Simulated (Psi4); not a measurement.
# HOF (hypofluorous acid) at 5 levels

Wanted: a comparison of 5 runs (BLYP/aug-cc-pVTZ, M06-L/aug-cc-pVTZ, PBE0/aug-cc-pVTZ, TPSS/aug-cc-pVTZ, revPBE/aug-cc-pVTZ) of HOF (hypofluorous acid). 

The calculation is run with Psi4 1.11.

## Step 1: The molecule

The species is HOF (3 atoms), meant as a singlet with charge 0. As SMILES, `OF`. One bond was lengthened or shortened from a relaxed shape.

Bond lengths: O1–F2 1.406 Å, O1–H3 1.115 Å. Angles: F2–O1–H3 99.1°.

## Step 2: Energy and gradient at BLYP/aug-cc-pVTZ (run 1)

fho.json reads:

```json
{
 "schema_name": "qcschema_input",
 "schema_version": 1,
 "molecule": {
  "schema_name": "qcschema_molecule",
  "schema_version": 2,
  "symbols": ["O", "F", "H"],
  "geometry": [0.99487466, -0.22915764, 0.52831262, -0.23817163, 2.08568128, 0.09875898, -0.39436694, -1.51986893, -0.38805526],
  "molecular_charge": 0,
  "molecular_multiplicity": 1,
  "fix_symmetry": "c1",
  "fix_com": true,
  "fix_orientation": true
 },
 "driver": "gradient",
 "model": {
  "method": "blyp",
  "basis": "aug-cc-pVTZ"
 },
 "keywords": {
  "puream": true,
  "e_convergence": 1e-09,
  "d_convergence": 1e-08,
  "scf_type": "pk",
  "dft_radial_points": 99,
  "dft_spherical_points": 590
 }
}
```

Started as:

```sh
$ psi4 --qcschema fho.json -n 1 --memory 2200MB
```

stdout:

```text
[...]
  Running in c1 symmetry.
[...]
  Nuclear repulsion =   33.360956476562173
[...]
  Multiplicity = 1
[...]
  Nalpha       = 9
  Nbeta        = 9
[...]
    Number of basis functions: 115
[...]
   @RKS iter   1:  -175.50979291612785   -2.56975e-01   4.29736e-03 ADIIS/DIIS
[...]
   @RKS iter  10:  -175.59325912851853   -5.22959e-12   6.45862e-09 DIIS
[...]
    Orbital Energies [Eh]
    ---------------------
    Doubly Occupied:
       1A    -24.333657     2A    -18.896025     3A     -1.152869
       4A     -0.862183     5A     -0.512740     6A     -0.447532
       7A     -0.412377     8A     -0.324442     9A     -0.259337
[...]
  @RKS Final Energy:  -175.59325912851853
   => Energetics <=
    Nuclear Repulsion Energy =             33.3609564765621727
    One-Electron Energy =                -309.6846431953199499
    Two-Electron Energy =                 119.9683344404780883
    DFT Exchange-Correlation Energy =     -19.2379068502388719
    Empirical Dispersion Energy =           0.0000000000000000
    VV10 Nonlocal Energy =                  0.0000000000000000
    Total Energy =                       -175.5932591285185254
[...]
 Multipole Moments:
 ------------------------------------------------------------------------------------
     Multipole            Electronic (a.u.)      Nuclear  (a.u.)        Total (a.u.)
 ------------------------------------------------------------------------------------
 L = 1.  Multiply by 2.5417464519 to convert [e a0] to [Debye]
 Dipole X            :         -5.7681476            5.4210857           -0.3470619
 Dipole Y            :        -16.0375091           15.4180015           -0.6195077
 Dipole Z            :         -4.9891506            4.7272765           -0.2618741
 Magnitude           :                                                    0.7568486
[...]
  -Total Gradient:
     Atom            X                  Y                   Z
    ------   -----------------  -----------------  -----------------
       1        0.032733741395     0.076324272001     0.026683706078
       2        0.016232106080    -0.033677565265     0.005299343840
       3       -0.048965200647    -0.042645716052    -0.031982580035
[...]
```

The result, in JSON:

```text
{
 "driver": "gradient",
 "model": {
  "method": "blyp",
  "basis": "aug-cc-pVTZ"
 },
 "success": true,
 "return_result": [0.03273374139528179, 0.07632427200088636, 0.02668370607767699, 0.01623210608020336, -0.03367756526512701, 0.005299343840053646, -0.04896520064734622, -0.04264571605196957, -0.03198258003505827],
 "properties": {
  "calcinfo_nbasis": 115,
  "calcinfo_nmo": 115,
  "calcinfo_nalpha": 9,
  "calcinfo_nbeta": 9,
  "calcinfo_natom": 3,
  "nuclear_repulsion_energy": 33.36095647656217,
  "return_energy": -175.59325912851853,
  "return_gradient": [0.03273374139528179, 0.07632427200088636, 0.02668370607767699, 0.01623210608020336, -0.03367756526512701, 0.005299343840053646, -0.04896520064734622, -0.04264571605196957, -0.03198258003505827],
  "scf_one_electron_energy": -309.68464319531995,
  "scf_two_electron_energy": 119.96833444047809,
  "scf_xc_energy": -19.237906850238872,
  "scf_dipole_moment": [-0.3470619429870565, -0.6195076601679173, -0.2618740948259273],
  "scf_total_energy": -175.59325912851853,
  "scf_total_gradient": [0.03273374139528179, 0.07632427200088636, 0.02668370607767699, 0.01623210608020336, -0.03367756526512701, 0.005299343840053646, -0.04896520064734622, -0.04264571605196957, -0.03198258003505827],
  "scf_iterations": 10
 }
}
```

Wall time 17 s (1 thread of Intel Xeon Platinum 8488C (Sapphire Rapids), shared host); peak memory 0.75 GiB.

## Step 3: Energy and gradient at M06-L/aug-cc-pVTZ (run 2)

input.json reads:

```json
{
  "schema_name": "qcschema_input",
  "schema_version": 1,
  "molecule": {
    "schema_name": "qcschema_molecule",
    "schema_version": 2,
    "symbols": ["O", "F", "H"],
    "geometry": [0.99487466, -0.22915764, 0.52831262, -0.23817163, 2.08568128, 0.09875898, -0.39436694, -1.51986893, -0.38805526],
    "molecular_charge": 0,
    "molecular_multiplicity": 1,
    "fix_symmetry": "c1",
    "fix_com": true,
    "fix_orientation": true
  },
  "driver": "gradient",
  "model": {
    "method": "m06-l",
    "basis": "aug-cc-pVTZ"
  },
  "keywords": {
    "puream": true,
    "e_convergence": 1e-09,
    "d_convergence": 1e-08,
    "scf_type": "pk",
    "dft_radial_points": 99,
    "dft_spherical_points": 590,
    "scf_properties": ["MULLIKEN_CHARGES", "QUADRUPOLE", "MAYER_INDICES"]
  }
}
```

Started as:

```sh
$ psi4 --qcschema input.json -n 1 --memory 2200MB
```

stdout:

```text
[...]
  Running in c1 symmetry.
[...]
  Nuclear repulsion =   33.360956476562173
[...]
  Multiplicity = 1
[...]
  Nalpha       = 9
  Nbeta        = 9
[...]
    Number of basis functions: 115
[...]
   @RKS iter   1:  -175.50129355113793   -3.43182e-01   3.51913e-03 DIIS/ADIIS
[...]
   @RKS iter  11:  -175.55948416940637   -9.37916e-13   2.54576e-09 DIIS
[...]
  @RKS Final Energy:  -175.55948416940637
   => Energetics <=
    Nuclear Repulsion Energy =             33.3609564765621727
    One-Electron Energy =                -309.7992707338883065
    Two-Electron Energy =                 120.1116024781601226
    DFT Exchange-Correlation Energy =     -19.2327723902403989
    Empirical Dispersion Energy =           0.0000000000000000
    VV10 Nonlocal Energy =                  0.0000000000000000
    Total Energy =                       -175.5594841694063746
[...]
 Multipole Moments:
 ------------------------------------------------------------------------------------
     Multipole            Electronic (a.u.)      Nuclear  (a.u.)        Total (a.u.)
 ------------------------------------------------------------------------------------
 L = 1.  Multiply by 2.5417464519 to convert [e a0] to [Debye]
 Dipole X            :         -5.7660027            5.4210857           -0.3449170
 Dipole Y            :        -16.0552239           15.4180015           -0.6372224
 Dipole Z            :         -4.9899215            4.7272765           -0.2626450
 Magnitude           :                                                    0.7707156
 L = 2.  Multiply by 1.3450342976 to convert [e a0^2] to [Debye ang]
 Quadrupole XX       :        -16.8325237            8.5842615           -8.2482621
 Quadrupole XY       :          6.0797418           -5.6952300            0.3845118
[...]
  Mulliken Charges: (a.u.)
   Center  Symbol    Alpha    Beta     Spin     Total
       1     O     4.18435  4.18435  0.00000 -0.36870
       2     F     4.56278  4.56278  0.00000 -0.12556
       3     H     0.25287  0.25287  0.00000  0.49426
   Total alpha =  9.00000, Total beta =  9.00000, Total charge =  0.00000
  Mayer Bond Indices:
[...]
  -Total Gradient:
     Atom            X                  Y                   Z
    ------   -----------------  -----------------  -----------------
       1        0.049370080090     0.065480852980     0.034740495562
       2        0.006926633681    -0.014788954798     0.002215008511
       3       -0.056288062266    -0.050697029499    -0.036951257945
[...]
```

The result, in JSON:

```text
{
 "driver": "gradient",
 "model": {
  "method": "m06-l",
  "basis": "aug-cc-pVTZ"
 },
 "success": true,
 "return_result": [0.0493700800904025, 0.06548085298037823, 0.034740495562095464, 0.006926633680841718, -0.014788954798011483, 0.002215008511291087, -0.056288062265728495, -0.05069702949858823, -0.03695125794504886],
 "properties": {
  "calcinfo_nbasis": 115,
  "calcinfo_nmo": 115,
  "calcinfo_nalpha": 9,
  "calcinfo_nbeta": 9,
  "calcinfo_natom": 3,
  "nuclear_repulsion_energy": 33.36095647656217,
  "return_energy": -175.55948416940637,
  "return_gradient": [0.0493700800904025, 0.06548085298037823, 0.034740495562095464, 0.006926633680841718, -0.014788954798011483, 0.002215008511291087, -0.056288062265728495, -0.05069702949858823, -0.03695125794504886],
  "scf_one_electron_energy": -309.7992707338883,
  "scf_two_electron_energy": 120.11160247816012,
  "scf_xc_energy": -19.2327723902404,
  "scf_dipole_moment": [-0.344916986385293, -0.6372224458641167, -0.2626449501185455],
  "scf_total_energy": -175.55948416940637,
  "scf_total_gradient": [0.0493700800904025, 0.06548085298037823, 0.034740495562095464, 0.006926633680841718, -0.014788954798011483, 0.002215008511291087, -0.056288062265728495, -0.05069702949858823, -0.03695125794504886],
  "scf_iterations": 11
 }
}
```

Wall time 34 s (1 thread of Intel Xeon Platinum 8488C (Sapphire Rapids), shared host); peak memory 0.79 GiB.

Runs 3 to 4 aren't shown in full; the table further down has their settings and results.

## Step 4: Energy and forces at revPBE/aug-cc-pVTZ (run 5)

fho.xyz reads:

```xyz
3
FHO
O      0.526465    -0.121265     0.279571
F     -0.126035     1.103695     0.052261
H     -0.208690    -0.804280    -0.205350
```

calc.py reads:

```python
import psi4

psi4.set_memory('2200 MB')
psi4.set_num_threads(1)
psi4.set_output_file('output.dat', False)

with open('fho.xyz') as f:
    atoms = ''.join(f.readlines()[2:])
molecule = psi4.geometry('0 1\n' + atoms + 'symmetry c1')

psi4.set_options({
    'basis': 'aug-cc-pVTZ',
    'puream': True,
    'e_convergence': 1e-09,
    'd_convergence': 1e-08,
    'scf_type': 'pk',
    'dft_radial_points': 99,
    'dft_spherical_points': 590,
})

e = psi4.gradient("revpbe")
print('gradient / Eh bohr^-1')
print(e.np.round(6))
for k, v in sorted(psi4.core.scalar_variables().items()):
    print(f'{k:45s} {v:18.10f}')
```

Started as:

```sh
$ python calc.py
```

output.dat:

```text
[...]
  Running in c1 symmetry.
[...]
  Nuclear repulsion =   33.360956473488521
[...]
  Multiplicity = 1
[...]
  Nalpha       = 9
  Nbeta        = 9
[...]
    Number of basis functions: 115
[...]
   @RKS iter   1:  -175.47971378407121   -2.71011e-01   3.94556e-03 ADIIS/DIIS
[...]
   @RKS iter  10:  -175.55150057354359   -3.01270e-12   4.53916e-09 DIIS
[...]
    Orbital Energies [Eh]
    ---------------------
    Doubly Occupied:
       1A    -24.317220     2A    -18.883075     3A     -1.160159
       4A     -0.868087     5A     -0.514412     6A     -0.448150
       7A     -0.410970     8A     -0.323233     9A     -0.256942
[...]
  @RKS Final Energy:  -175.55150057354359
   => Energetics <=
    Nuclear Repulsion Energy =             33.3609564734885211
    One-Electron Energy =                -309.6508826960680949
    Two-Electron Energy =                 119.9313492175658666
    DFT Exchange-Correlation Energy =     -19.1929235685298529
    Empirical Dispersion Energy =           0.0000000000000000
    VV10 Nonlocal Energy =                  0.0000000000000000
    Total Energy =                       -175.5515005735435921
[...]
 Multipole Moments:
 ------------------------------------------------------------------------------------
     Multipole            Electronic (a.u.)      Nuclear  (a.u.)        Total (a.u.)
 ------------------------------------------------------------------------------------
 L = 1.  Multiply by 2.5417464519 to convert [e a0] to [Debye]
 Dipole X            :         -0.2448825           -0.1815633           -0.4264459
 Dipole Y            :          1.1945687           -1.8036094           -0.6090406
 Dipole Z            :          0.0000000            0.0000000            0.0000000
 Magnitude           :                                                    0.7434962
[...]
  -Total Gradient:
     Atom            X                  Y                   Z
    ------   -----------------  -----------------  -----------------
       1        0.046750721587     0.070671930840     0.000000000000
       2        0.012937711686    -0.026246615294     0.000000000000
       3       -0.059687481087    -0.044424034059     0.000000000000
[...]
```

Standard output:

```text
gradient / Eh bohr^-1
[[ 0.046751  0.070672  0.      ]
 [ 0.012938 -0.026247  0.      ]
 [-0.059687 -0.044424  0.      ]]
CURRENT ENERGY                                   -175.5515005735
CURRENT REFERENCE ENERGY                         -175.5515005735
DD SOLVATION ENERGY                                 0.0000000000
DFT FUNCTIONAL TOTAL ENERGY                      -175.5515005735
DFT TOTAL ENERGY                                 -175.5515005735
DFT VV10 ENERGY                                     0.0000000000
DFT XC ENERGY                                     -19.1929235685
GRID ELECTRONS ALPHA                                9.0000000048
GRID ELECTRONS BETA                                 9.0000000048
GRID ELECTRONS TOTAL                               18.0000000096
NUCLEAR REPULSION ENERGY                           33.3609564735
ONE-ELECTRON ENERGY                              -309.6508826961
PCM POLARIZATION ENERGY                             0.0000000000
PE ENERGY                                           0.0000000000
SCF ITERATION ENERGY                             -175.5515005735
SCF ITERATIONS                                     10.0000000000
SCF TOTAL ENERGY                                 -175.5515005735
TWO-ELECTRON ENERGY                               119.9313492176
XC GRID RADIAL POINTS                              99.0000000000
XC GRID SPHERICAL POINTS                          590.0000000000
XC GRID TOTAL POINTS                           172050.0000000000
```

It took 19 s on 1 thread of Intel Xeon Platinum 8488C (Sapphire Rapids), shared host; peak memory 0.75 GiB.

## Step 5: All runs side by side

```csv
run,level,task,energy (Eh),dipole moment (D),HOMO energy (eV),LUMO energy (eV),wall time
1,BLYP/aug-cc-pVTZ,gradient,-175.593259,1.92,-7.06,-2.76,17 s
2,M06-L/aug-cc-pVTZ,gradient,-175.559484,1.96,-7.35,-2.14,34 s
3,PBE0/aug-cc-pVTZ,energy,-175.420820,2.03,-9.10,-1.20,11 s
4,TPSS/aug-cc-pVTZ,energy,-175.618337,1.94,-7.21,-2.51,22 s
5,revPBE/aug-cc-pVTZ,gradient,-175.551501,1.89,-6.99,-2.67,19 s
```

## Step 6: Outcome

```
                       quantity          value
            run 5: total energy  -175.55150 Eh
           run 5: dipole moment         1.89 D
             run 5: HOMO energy       -6.99 eV
             run 5: LUMO energy       -2.67 eV
           run 5: HOMO–LUMO gap        4.33 eV
run 5: largest force on an atom     4.357 eV/Å
```

What this shows: The dipole moment (its size) runs from 1.89 D (revPBE/aug-cc-pVTZ) to 2.03 D (PBE0/aug-cc-pVTZ). The HOMO–LUMO gap runs from 4.29 eV (BLYP/aug-cc-pVTZ) to 7.90 eV (PBE0/aug-cc-pVTZ). Totals of different functionals can't be ranked against each other. All runs together took 1.7 min, the longest 34 s.
